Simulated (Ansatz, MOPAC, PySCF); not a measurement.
Process, species as SMILES: C#CC [prop-1-yne] -> C1C=C1

Quantity: isomerisation energy (enthalpy at 298 K), in kcal/mol. Conventions: spin-orbit terms left out; 6-31G* and kin with 6d, 5d where marked; valence correlation only; non-relativistic; dispersion terms only where a functional's name holds one; LANL2DZ all-electron up to Ne. CBS marks a two-point X^-3 extrapolation of the correlation energy; Hartree-Fock from the larger set. The bracket is a focal-point correction in the basis named. Ab initio and DFT rows: single points at B3LYP-D3(BJ) geometries (Ansatz, a first-principles code), with unscaled harmonic terms from B3LYP/6-31G* at its own minima. Semi-empirical rows: MOPAC heats of formation at their own minima for 298 K.

Measured values: Active Thermochemical Tables 1.112 (ions: stationary electron), as tabulated in the package chemicals; they hold spin-orbit and core effects, anharmonicity. 

Value to compare with, the measured value: 23.4 kcal/mol.

```csv
level,program,isomerisation energy (enthalpy at 298 K) (kcal/mol),error
AM1,MOPAC,31.4,8.0
PM3,MOPAC,28.0,4.6
PBE/def2-SVP,Ansatz,16.5,-6.9
B3LYP/STO-3G,Ansatz,22.7,-0.7
B3LYP/6-31G*,Ansatz,21.4,-2.0
PBE0/6-31G*,Ansatz,17.0,-6.4
M06-2X/6-31G* (5d),PySCF,18.0,-5.4
MP2/LANL2DZ,Ansatz,39.2,15.8
MP2/6-31G*,Ansatz,22.6,-0.8
r2SCAN-D4/def2-TZVPD,Ansatz + dftd4,20.8,-2.6
PBE0/def2-TZVPD,Ansatz,18.9,-4.5
"RI-MP2/CBS(aug-cc-pVTZ,aug-cc-pVQZ)+[CCSD(T)-MP2]/aug-cc-pVTZ",Ansatz,23.3,-0.1
```

Among the 9 habitual levels, MP2/LANL2DZ lies farthest from the measured value (15.8 kcal/mol); 3 of 9 lie above it, and their mean absolute error is 5.6 kcal/mol, the median 5.4. One case shows no general order.

The levels are drawn from those run, B3LYP/6-31G* more often than the rest, none by its result; runs whose electronic state is in doubt are left out.
